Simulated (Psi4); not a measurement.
Psi4 input (wB97X-V/STO-3G):

```
memory 6899 MB

molecule {
0 1
H    -0.00000000   -0.00000000   -0.37201156
H     0.00000000    0.00000000    0.37201156
}

set {
  basis sto-3g
  scf_type df
}

energy('wb97x-v')
print_variables()
```

Output:

```
-----------------------------------------------------------------------
          Psi4: An Open-Source Ab Initio Electronic Structure Package
                               Psi4 1.11 release

    D. G. A. Smith, L. A. Burns, A. C. Simmonett, R. M. Parrish,
    M. C. Schieber, R. Galvelis, P. Kraus, H. Kruse, R. Di Remigio,
    A. Alenaizan, A. M. James, S. Lehtola, J. P. Misiewicz, M. Scheurer,
    R. A. Shaw, J. B. Schriber, Y. Xie, Z. L. Glick, D. A. Sirianni,
    J. S. O'Brien, J. M. Waldrop, A. Kumar, E. G. Hohenstein,
    B. P. Pritchard, B. R. Brooks, H. F. Schaefer III, A. Yu. Sokolov,
    K. Patkowski, A. E. DePrince III, U. Bozkaya, R. A. King,
    F. A. Evangelista, J. M. Turney, T. D. Crawford, C. D. Sherrill,
    J. Chem. Phys. 152(18) 184108 (2020). https://doi.org/10.1063/5.0006002

                            Additional Code Authors
    E. T. Seidl, C. L. Janssen, E. F. Valeev, M. L. Leininger,
    J. F. Gonthier, R. M. Richard, H. R. McAlexander, M. Saitow, X. Wang,
    P. Verma, M. H. Lechner, A. Jiang, S. Behnle, A. G. Heide,
    M. F. Herbst, D. L. Poole, T. Győri, E. C. Mitchell, J. P. Pederson,
    and A. M. Wallace

             Previous Authors, Complete List of Code Contributors,
                       and Citations for Specific Modules
    https://github.com/psi4/psi4/blob/master/codemeta.json
    https://github.com/psi4/psi4/graphs/contributors
    https://psicode.org/psi4manual/master/introduction.html#citing-psifour

    -----------------------------------------------------------------------

    Threads:    4
    Addons:     a̶d̶c̶c̶, a̶m̶b̶i̶t̶, b̶s̶e̶, c̶c̶t̶3̶, c̶f̶o̶u̶r̶, c̶h̶e̶m̶p̶s̶2̶, c̶p̶p̶e̶, d̶d̶x̶,
                d̶f̶t̶d̶3̶, d̶f̶t̶d̶4̶, dkh, ecpint, einsums, f̶o̶r̶t̶e̶, gauxc, g̶c̶p̶,
                g̶d̶m̶a̶, g̶e̶o̶m̶e̶t̶r̶i̶c̶, g̶p̶u̶_̶d̶f̶c̶c̶, i̶n̶t̶e̶g̶r̶a̶t̶o̶r̶x̶x̶,
                i̶p̶i̶, l̶i̶b̶e̶f̶p̶, m̶d̶i̶, m̶p̶2̶d̶, m̶r̶c̶c̶, ooo,
                o̶p̶e̶n̶f̶e̶r̶m̶i̶o̶n̶p̶s̶i̶4̶, pcmsolver, p̶s̶i̶4̶f̶o̶c̶k̶c̶i̶, p̶s̶i̶x̶a̶s̶,
                p̶y̶e̶i̶n̶s̶u̶m̶s̶, r̶e̶s̶p̶, s̶i̶m̶i̶n̶t̶, s̶n̶s̶m̶p̶2̶,
                v̶2̶r̶d̶m̶_̶c̶a̶s̶s̶c̶f̶

  ==> Input File <==

--------------------------------------------------------------------------
memory 6899 MB

molecule {
0 1
H    -0.00000000   -0.00000000   -0.37201156
H     0.00000000    0.00000000    0.37201156
}

set {
  basis sto-3g
  scf_type df
}

energy('wb97x-v')
print_variables()
--------------------------------------------------------------------------

   => Libint2 <=

    Primary   basis highest AM E, G, H:  7, 6, 3
    Auxiliary basis highest AM E, G, H:  7, 7, 4
    Onebody   basis highest AM E, G, H:  -, -, -
    Solid Harmonics ordering:            Gaussian

   => Loading Basis Set <=

    Name: STO-3G
    Role: ORBITAL
    Keyword: BASIS
    atoms 1-2 entry H          line    19 file sto-3g.gbs

         ---------------------------------------------------------
                                   SCF
               by Justin Turney, Rob Parrish, Andy Simmonett
                          and Daniel G. A. Smith
                              RKS Reference
                        4 Threads,   6579 MiB Core
         ---------------------------------------------------------

  ==> Geometry <==

    Molecular point group: d2h
    Full point group: D_inf_h

    Geometry (in Angstrom), charge = 0, multiplicity = 1:

       Center              X                  Y                   Z               Mass
    ------------   -----------------  -----------------  -----------------  -----------------
         H            0.000000000000     0.000000000000    -0.372011560000     1.007825032230
         H            0.000000000000     0.000000000000     0.372011560000     1.007825032230

  Running in d2h symmetry.

  Rotational constants: A = ************  B =     60.43221  C =     60.43221 [cm^-1]
  Rotational constants: A = ************  B = 1811712.12794  C = 1811712.12794 [MHz]
  Nuclear repulsion =    0.711237589861455

  Charge       = 0
  Multiplicity = 1
  Electrons    = 2
  Nalpha       = 1
  Nbeta        = 1

  ==> Algorithm <==

  SCF Algorithm Type is DF.
  DIIS enabled.
  MOM disabled.
  Fractional occupation disabled.
  Guess Type is SAD.
  Energy threshold   = 1.00e-06
  Density threshold  = 1.00e-06
  Integral threshold = 1.00e-12

  ==> Primary Basis <==

  Basis Set: STO-3G
    Blend: STO-3G
    Number of shells: 2
    Number of basis functions: 2
    Number of Cartesian functions: 2
    Spherical Harmonics?: true
    Max angular momentum: 0

  ==> DFT Potential <==

   => LibXC <=

    Version 7.1.2
    S. Lehtola, C. Steigemann, M. J. T. Oliveira, and M. A. L. Marques,  SoftwareX 7, 1–5 (2018) (10.1016/j.softx.2017.11.002)

   => Composite Functional: WB97X-V <=

    wB97X-V Hyb-GGA Exchange-Correlation Functional

    N. Mardirossian and M. Head-Gordon,  Phys. Chem. Chem. Phys. 16, 9904–9924 (2014) (10.1039/C3CP54374A)

    Deriv               =              1
    GGA                 =           TRUE
    Meta                =          FALSE

    Exchange Hybrid     =           TRUE
    MP2 Hybrid          =          FALSE

   => Exchange-Correlation Functionals <=

    1.0000   wB97X-V range-separated functional

   => Exact (HF) Exchange <=

    0.8330            HF,LR [omega = 0.3000]
    0.1670               HF

   => LibXC Density Thresholds  <==

    XC_HYB_GGA_XC_WB97X_V:  1.00E-14

   => VV10 Non-Local Parameters <=

    VV10 B              =     6.0000E+00
    VV10 C              =     1.0000E-02

   => Molecular Quadrature <=

    Radial Scheme          =       TREUTLER
    Pruning Scheme         =           NONE
    Nuclear Scheme         =       TREUTLER

    Blocking Scheme        =         OCTREE
    BS radius alpha        =              1
    Pruning alpha          =              1
    Radial Points          =             75
    Spherical Points       =            302
    Total Points           =          44640
    Total Blocks           =            392
    Max Points             =            256
    Max Functions          =              2
    Weights Tolerance      =       1.00E-15

   => Loading Basis Set <=

    Name: (STO-3G AUX)
    Role: JKFIT
    Keyword: DF_BASIS_SCF
    atoms 1-2 entry H          line    18 file def2-universal-jkfit.gbs

  ==> Integral Setup <==

  DFHelper Memory: AOs need 0.000 GiB; user supplied 4.816 GiB.
  SCF_SUBTYPE=INCORE selected. In-core MEM_DF algorithm will be used.
  Using in-core AOs.

  ==> MemDFJK: Density-Fitted J/K Matrices <==

    J tasked:                   Yes
    K tasked:                   Yes
    wK tasked:                  Yes
    Omega:                3.000E-01
    OpenMP threads:               4
    Algorithm:                 Core
    Schwarz Cutoff:           1E-12
    Mask sparsity (%):       0.0000
    Fitting Condition:        1E-10

   => Auxiliary Basis Set <=

  Basis Set: (STO-3G AUX)
    Blend: DEF2-UNIVERSAL-JKFIT
    Number of shells: 12
    Number of basis functions: 36
    Number of Cartesian functions: 40
    Spherical Harmonics?: true
    Max angular momentum: 2

  Cached 100.0% of DFT collocation blocks in 0.003 [GiB].

  Minimum eigenvalue in the overlap matrix is 1.0000000000E+00.
  Reciprocal condition number of the overlap matrix is 1.0000000000E+00.
    Using symmetric orthogonalization.

  ==> Pre-Iterations <==

  SCF Guess: Superposition of Atomic Densities via on-the-fly atomic UHF (no occupation information).

   -------------------------
    Irrep   Nso     Nmo
   -------------------------
     Ag         1       1
     B1g        0       0
     B2g        0       0
     B3g        0       0
     Au         0       0
     B1u        1       1
     B2u        0       0
     B3u        0       0
   -------------------------
    Total       2       2
   -------------------------

  ==> Iterations <==

                           Total Energy        Delta E     RMS |[F,P]|

   @DF-RKS iter SAD:    -0.81256700470585   -8.12567e-01   0.00000e+00
   @DF-RKS iter   1:    -1.15822018242325   -3.45653e-01   0.00000e+00 DIIS
   @DF-RKS iter   2:    -1.15822018242325    0.00000e+00   0.00000e+00 DIIS
  Energy and wave function converged.

  ==> Post-Iterations <==

   Electrons on quadrature grid:
      Ntotal   =    2.0000000002 ; deviation = 2.435e-10

    Orbital Energies [Eh]
    ---------------------

    Doubly Occupied:

       1Ag    -0.520982

    Virtual:

       1B1u    0.541561

    Final Occupation by Irrep:
             Ag   B1g   B2g   B3g    Au   B1u   B2u   B3u
    DOCC [     1,    0,    0,    0,    0,    0,    0,    0 ]
    NA   [     1,    0,    0,    0,    0,    0,    0,    0 ]
    NB   [     1,    0,    0,    0,    0,    0,    0,    0 ]

  @DF-RKS Final Energy:    -1.15822018242325

   => Energetics <=

    Nuclear Repulsion Energy =              0.7112375898614546
    One-Electron Energy =                  -2.5017608050446096
    Two-Electron Energy =                   0.9859908722046838
    DFT Exchange-Correlation Energy =      -0.3626280517410839
    Empirical Dispersion Energy =           0.0000000000000000
    VV10 Nonlocal Energy =                  0.0089402122963065
    Total Energy =                         -1.1582201824232488

Computation Completed

Properties will be evaluated at   0.000000,   0.000000,   0.000000 [a0]

Properties computed using the SCF density matrix

 Multipole Moments:

 ------------------------------------------------------------------------------------
     Multipole            Electronic (a.u.)      Nuclear  (a.u.)        Total (a.u.)
 ------------------------------------------------------------------------------------

 L = 1.  Multiply by 2.5417464519 to convert [e a0] to [Debye]
 Dipole X            :          0.0000000            0.0000000            0.0000000
 Dipole Y            :          0.0000000            0.0000000            0.0000000
 Dipole Z            :          0.0000000            0.0000000            0.0000000
 Magnitude           :                                                    0.0000000

 ------------------------------------------------------------------------------------

  Variable Map:
  ----------------------------------------------------------------------------
  "CURRENT ENERGY"              =>      -1.158220182423
  "CURRENT REFERENCE ENERGY"    =>      -1.158220182423
  "DD SOLVATION ENERGY"         =>       0.000000000000
  "DFT FUNCTIONAL TOTAL ENERGY" =>      -1.158220182423
  "DFT TOTAL ENERGY"            =>      -1.158220182423
  "DFT VV10 ENERGY"             =>       0.008940212296
  "DFT XC ENERGY"               =>      -0.362628051741
  "GRID ELECTRONS ALPHA"        =>       1.000000000122
  "GRID ELECTRONS BETA"         =>       1.000000000122
  "GRID ELECTRONS TOTAL"        =>       2.000000000243
  "NUCLEAR REPULSION ENERGY"    =>       0.711237589861
  "ONE-ELECTRON ENERGY"         =>      -2.501760805045
  "PCM POLARIZATION ENERGY"     =>       0.000000000000
  "PE ENERGY"                   =>       0.000000000000
  "SCF ITERATION ENERGY"        =>      -1.158220182423
  "SCF ITERATIONS"              =>       2.000000000000
  "SCF TOTAL ENERGY"            =>      -1.158220182423
  "TWO-ELECTRON ENERGY"         =>       0.985990872205
  "XC GRID RADIAL POINTS"       =>      75.000000000000
  "XC GRID SPHERICAL POINTS"    =>     302.000000000000
  "XC GRID TOTAL POINTS"        =>   44640.000000000000

  Array Variable Map:
  ----------------------------------------------------------------------------
  "CURRENT DIPOLE"              =>       0.000000000000 ... 0.000000000000 1 by 3
  "SCF DIPOLE"                  =>       0.000000000000 ... 0.000000000000 1 by 3
  "SCF TOTAL ENERGIES"          =>      -0.812567004706 ... -1.158220182423 1 by 3

*** Psi4 exiting successfully. Buy a developer a beer!
```
